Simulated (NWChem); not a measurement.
System: NH, triplet; SMILES [NH]

NWChem input:

```
start job
memory heap 200 mb stack 900 mb global 1100 mb
geometry units angstroms noautoz
  N      0.000000     0.000000    -0.135965
  H      0.000000     0.000000     0.903678
end
basis spherical
  * library def2-svp
end
dft
  odft
  mult 3
  xc pbe0
  iterations 200
end
task dft gradient
```

Output (shortened):

```
             Northwest Computational Chemistry Package (NWChem) 7.3.0
             --------------------------------------------------------

 ORDER OF PRIMARY AXIS IS BEING SET TO 4
 C4V symmetry detected

                             Geometry "geometry" -> ""
                             -------------------------

 Output coordinates in angstroms (scale by  1.889725989 to convert to a.u.)

  No.       Tag          Charge          X              Y              Z
 ---- ---------------- ---------- -------------- -------------- --------------
    1 N                    7.0000     0.00000000     0.00000000    -0.12995538
    2 H                    1.0000     0.00000000     0.00000000     0.90968763

 Effective nuclear repulsion energy (a.u.)       3.5629930111

      Symmetry information
      --------------------

 Group name             C4v
 Group number             18
 Group order               8
 No. of unique centers     2

                                 NWChem DFT Module
                                 -----------------

 Summary of "ao basis" -> "ao basis" (spherical)
 ------------------------------------------------------------------------------
       Tag                 Description            Shells   Functions and Types
 ---------------- ------------------------------  ------  ---------------------
 N                          def2-svp                 6       14   3s2p1d
 H                          def2-svp                 3        5   2s1p

      Symmetry analysis of basis
      --------------------------

        a1          9
        a2          0
        b1          1
        b2          1
        e           8

            General Information
            -------------------
          SCF calculation type: DFT
          Wavefunction type:  spin polarized.
          No. of atoms     :     2
          No. of electrons :     8
           Alpha electrons :     5
            Beta electrons :     3
          Charge           :     0
          Spin multiplicity:     3
          Use of symmetry is: on ; symmetry adaption is: on
          Maximum number of iterations: 200
          AO basis - number of functions:    19
                     number of shells:     9
          Convergence on energy requested:  1.00D-06
          Convergence on density requested:  1.00D-05
          Convergence on gradient requested:  5.00D-04

              XC Information
              --------------
                         PBE0 Method XC Functional
                     Hartree-Fock (Exact) Exchange  0.250
          PerdewBurkeErnzerhof Exchange Functional  0.750
            Perdew 1991 LDA Correlation Functional  1.000 local
           PerdewBurkeErnz. Correlation Functional  1.000 non-local

             Grid Information
             ----------------
          Grid used for XC integration:  medium
          Radial quadrature: Mura-Knowles
          Angular quadrature: Lebedev.
          Tag              B.-S. Rad. Rad. Pts. Rad. Cut. Ang. Pts.
          ---              ---------- --------- --------- ---------
          N                   0.65       49           6.0       434
          H                   0.35       45           5.0       434
          Grid pruning is: on
          Number of quadrature shells:    94
          Spatial weights used:  Erf1

      Superposition of Atomic Density Guess
      -------------------------------------

 Sum of atomic energies:         -54.74346060

      Non-variational initial energy
      ------------------------------

 Total energy =     -54.504454
 1-e energy   =     -81.094362
 2-e energy   =      23.026916
 HOMO         =      -0.237179
 LUMO         =      -0.237179

 !!!!!!!!!!!!!!!!!!!!!!!!!!!!!!!!!!!!!!!!!!!!!!!!!!!!!!!!!!!!!!!!!!!!!!
 Warning - the HOMO and LUMO are degenerate and you are using symmetry.
 This can lead to non-variational energies and poor convergence.
 Modify the initial guess, or use an open-shell wavefunction, or turn
 off symmetry.
 !!!!!!!!!!!!!!!!!!!!!!!!!!!!!!!!!!!!!!!!!!!!!!!!!!!!!!!!!!!!!!!!!!!!!!

   Symmetry analysis of molecular orbitals - initial alpha
   -------------------------------------------------------

 !! scf_movecs_sym_adapt:    2 vectors were symmetry contaminated

  Symmetry fudging

 !! scf_movecs_sym_adapt:    2 vectors were symmetry contaminated

  Numbering of irreducible representations:

     1 a1          2 a2          3 b1          4 b2          5 e

  Orbital symmetries:

     1 a1          2 a1          3 a1          4 e           5 e
     6 a1          7 a1          8 a1          9 e          10 e
    11 a1         12 e          13 e          14 a1         15 b2

   Symmetry analysis of molecular orbitals - initial beta
   ------------------------------------------------------

 !! scf_movecs_sym_adapt:    2 vectors were symmetry contaminated

  Symmetry fudging

 !! scf_movecs_sym_adapt:    2 vectors were symmetry contaminated

  Numbering of irreducible representations:

     1 a1          2 a2          3 b1          4 b2          5 e

  Orbital symmetries:

     1 a1          2 a1          3 a1          4 e           5 e
     6 a1          7 a1          8 a1          9 e          10 e
    11 a1         12 e          13 e          14 a1         15 b2

   convergence    iter        energy       DeltaE   RMS-Dens  Diis-err
 ---------------- ----- ----------------- --------- --------- ---------
 d= 0,ls=0.0,diis     1    -55.0910804232 -5.87D+01  1.15D-02  5.20D-02
                                                     5.81D-03  1.65D-02
 d= 0,ls=0.0,diis     2    -55.1074142914 -1.63D-02  4.01D-03  7.07D-03
                                                     4.57D-03  7.90D-03
 d= 0,ls=0.0,diis     3    -55.1109176271 -3.50D-03  1.56D-03  1.26D-03
                                                     8.61D-04  2.44D-04
 d= 0,ls=0.0,diis     4    -55.1113374479 -4.20D-04  1.45D-04  1.93D-05
                                                     4.12D-04  4.31D-05
 d= 0,ls=0.0,diis     5    -55.1113593316 -2.19D-05  9.04D-05  1.37D-06
                                                     7.56D-05  7.69D-07
  Resetting Diis
 d= 0,ls=0.0,diis     6    -55.1113609240 -1.59D-06  2.84D-05  5.80D-08
                                                     3.07D-05  5.97D-08
 d= 0,ls=0.0,diis     7    -55.1113610411 -1.17D-07  2.59D-06  7.94D-10
                                                     3.79D-06  1.34D-09

         Total DFT energy =      -55.111361041138
      One electron energy =      -81.580811611247
           Coulomb energy =       30.034701387559
    Exchange-Corr. energy =       -7.128243828510
 Nuclear repulsion energy =        3.562993011060

 Numeric. integr. density =        7.999998295636

                  Occupations of the irreducible representations
                  ----------------------------------------------

                     irrep           alpha         beta
                     --------     --------     --------
                     a1                3.0          3.0
                     a2                0.0          0.0
                     b1                0.0          0.0
                     b2                0.0          0.0
                     e                 2.0          0.0

                    DFT Final Alpha Molecular Orbital Analysis
                    ------------------------------------------

 Vector    3  Occ=1.000000D+00  E=-4.077848D-01  Symmetry=a1
              MO Center=  1.5D-16,  2.1D-16, -8.7D-02, r^2= 9.0D-01
   Bfn.  Coefficient  Atom+Function         Bfn.  Coefficient  Atom+Function
  ----- ------------  ---------------      ----- ------------  ---------------
     6      0.502961  1 N  pz                 3      0.357923  1 N  s
    15     -0.358274  2 H  s                  9     -0.259655  1 N  pz
     2      0.246918  1 N  s                 16     -0.154150  2 H  s
     1      0.116400  1 N  s                 12     -0.030467  1 N  d  0

 Vector    4  Occ=1.000000D+00  E=-3.481526D-01  Symmetry=e
              MO Center= -6.7D-17, -2.3D-16, -1.1D-01, r^2= 7.1D-01
   Bfn.  Coefficient  Atom+Function         Bfn.  Coefficient  Atom+Function
  ----- ------------  ---------------      ----- ------------  ---------------
     5      0.662420  1 N  py                 8     -0.469618  1 N  py
    18     -0.025365  2 H  py

 Vector    5  Occ=1.000000D+00  E=-3.481526D-01  Symmetry=e
              MO Center= -1.7D-16, -2.8D-17, -1.1D-01, r^2= 7.1D-01
   Bfn.  Coefficient  Atom+Function         Bfn.  Coefficient  Atom+Function
  ----- ------------  ---------------      ----- ------------  ---------------
     4      0.662420  1 N  px                 7     -0.469618  1 N  px
    17     -0.025365  2 H  px

 Vector    6  Occ=0.000000D+00  E= 7.959781D-02  Symmetry=a1
              MO Center= -1.8D-16, -3.2D-17,  1.2D+00, r^2= 2.1D+00
   Bfn.  Coefficient  Atom+Function         Bfn.  Coefficient  Atom+Function
  ----- ------------  ---------------      ----- ------------  ---------------
    16      1.586855  2 H  s                  3     -0.891495  1 N  s
     9     -0.579644  1 N  pz                 6      0.317067  1 N  pz
     2     -0.192856  1 N  s                 15      0.141695  2 H  s
     1     -0.088329  1 N  s

 Vector    7  Occ=0.000000D+00  E= 5.549180D-01  Symmetry=a1
              MO Center= -1.5D-16, -9.5D-17,  7.1D-01, r^2= 1.3D+00
   Bfn.  Coefficient  Atom+Function         Bfn.  Coefficient  Atom+Function
  ----- ------------  ---------------      ----- ------------  ---------------
    15      1.354087  2 H  s                 16     -0.822394  2 H  s
     6      0.368153  1 N  pz                 9     -0.346036  1 N  pz
     3     -0.163291  1 N  s                 19      0.132209  2 H  pz
    12      0.123859  1 N  d  0               2      0.062983  1 N  s

 Vector    8  Occ=0.000000D+00  E= 6.484631D-01  Symmetry=a1
              MO Center=  1.8D-15,  2.5D-15, -4.2D-01, r^2= 1.7D+00
   Bfn.  Coefficient  Atom+Function         Bfn.  Coefficient  Atom+Function
  ----- ------------  ---------------      ----- ------------  ---------------
     3      1.988235  1 N  s                  2     -1.583932  1 N  s
    16     -0.746278  2 H  s                  6     -0.362677  1 N  pz
     1     -0.284248  1 N  s                  9     -0.212094  1 N  pz
    15      0.146249  2 H  s                 12      0.026828  1 N  d  0

                     DFT Final Beta Molecular Orbital Analysis
                     -----------------------------------------

 Vector    1  Occ=1.000000D+00  E=-1.441313D+01  Symmetry=a1
              MO Center=  2.7D-22,  7.5D-22, -1.3D-01, r^2= 2.0D-02
   Bfn.  Coefficient  Atom+Function         Bfn.  Coefficient  Atom+Function
  ----- ------------  ---------------      ----- ------------  ---------------
     1      0.990005  1 N  s                  2     -0.036090  1 N  s

 Vector    2  Occ=1.000000D+00  E=-7.279552D-01  Symmetry=a1
              MO Center=  8.8D-17, -2.5D-16,  2.6D-01, r^2= 6.1D-01
   Bfn.  Coefficient  Atom+Function         Bfn.  Coefficient  Atom+Function
  ----- ------------  ---------------      ----- ------------  ---------------
     2      0.519850  1 N  s                 15      0.318744  2 H  s
     3      0.283691  1 N  s                  1      0.256539  1 N  s
     6     -0.155530  1 N  pz                16      0.052024  2 H  s
    19     -0.033824  2 H  pz

 Vector    3  Occ=1.000000D+00  E=-3.570888D-01  Symmetry=a1
              MO Center=  2.4D-17, -3.7D-16, -1.8D-01, r^2= 9.1D-01
   Bfn.  Coefficient  Atom+Function         Bfn.  Coefficient  Atom+Function
  ----- ------------  ---------------      ----- ------------  ---------------
     6      0.468141  1 N  pz                 3      0.430812  1 N  s
    15     -0.342122  2 H  s                  2      0.282173  1 N  s
     9     -0.260088  1 N  pz                16     -0.169982  2 H  s
     1      0.140561  1 N  s

 Vector    4  Occ=0.000000D+00  E=-7.036408D-02  Symmetry=e
              MO Center=  2.7D-17,  1.3D-16, -1.1D-01, r^2= 8.6D-01
   Bfn.  Coefficient  Atom+Function         Bfn.  Coefficient  Atom+Function
  ----- ------------  ---------------      ----- ------------  ---------------
     8     -0.542911  1 N  py                 5      0.530966  1 N  py
     7     -0.182090  1 N  px                 4      0.178084  1 N  px
    18     -0.035496  2 H  py

 Vector    5  Occ=0.000000D+00  E=-7.036408D-02  Symmetry=e
              MO Center= -1.0D-16, -6.3D-18, -1.1D-01, r^2= 8.6D-01
   Bfn.  Coefficient  Atom+Function         Bfn.  Coefficient  Atom+Function
  ----- ------------  ---------------      ----- ------------  ---------------
     7     -0.542911  1 N  px                 4      0.530966  1 N  px
     8      0.182090  1 N  py                 5     -0.178084  1 N  py
    17     -0.035496  2 H  px

 Vector    6  Occ=0.000000D+00  E= 9.722608D-02  Symmetry=a1
              MO Center= -2.1D-16,  2.7D-16,  1.2D+00, r^2= 2.1D+00
   Bfn.  Coefficient  Atom+Function         Bfn.  Coefficient  Atom+Function
  ----- ------------  ---------------      ----- ------------  ---------------
    16      1.639741  2 H  s                  3     -0.975693  1 N  s
     9     -0.598779  1 N  pz                 6      0.310386  1 N  pz
     2     -0.158873  1 N  s                 15      0.095068  2 H  s
     1     -0.088406  1 N  s

   alpha - beta orbital overlaps
   -----------------------------

   alpha      1      2      3      4      5      6      7      8      9     10
    beta      1      2      3      4      5      6      7      8      9     10
 overlap   1.000  0.992  0.994  0.938  0.938  0.998  0.998  0.994  0.805  0.805

   alpha     11     12     13     14     15     16     17     18     19
    beta     11     12     13     14     15     16     17     18     19
 overlap   0.995  0.835  0.835  0.999  1.000  1.000  0.841  0.841  0.999

     --------------------------
     Expectation value of S2:
     --------------------------
      <S2> =      2.0056 (Exact =     2.0000)

     Multipole analysis of the density
     ---------------------------------

     L   x y z        total         alpha         beta         nuclear
     -   - - -        -----         -----         ----         -------
     0   0 0 0     -0.000000     -5.000000     -3.000000      8.000000

     1   1 0 0     -0.000000     -0.000000     -0.000000      0.000000
     1   0 1 0     -0.000000     -0.000000     -0.000000      0.000000
     1   0 0 1      0.631654      0.541551      0.090103     -0.000000

     2   2 0 0     -4.505440     -3.243334     -1.262105      0.000000
     2   1 1 0     -0.000000     -0.000000     -0.000000      0.000000
     2   1 0 1      0.000000      0.000000      0.000000      0.000000
     2   0 2 0     -4.505440     -3.243334     -1.262105      0.000000
     2   0 1 1      0.000000      0.000000      0.000000      0.000000
     2   0 0 2     -4.315606     -4.269947     -3.422994      3.377335

[...]

                         DFT ENERGY GRADIENTS

    atom               coordinates                        gradient
                 x          y          z           x          y          z
   1 N       0.000000   0.000000  -0.245580    0.000000   0.000000   0.005334
   2 H       0.000000   0.000000   1.719060    0.000000   0.000000  -0.005334
```

Level: PBE0/def2-SVP, spin-unrestricted. The geometry was optimised at PBE0-D3(BJ)/def2-TZVP, spin-unrestricted. No stability test was run on the SCF state.
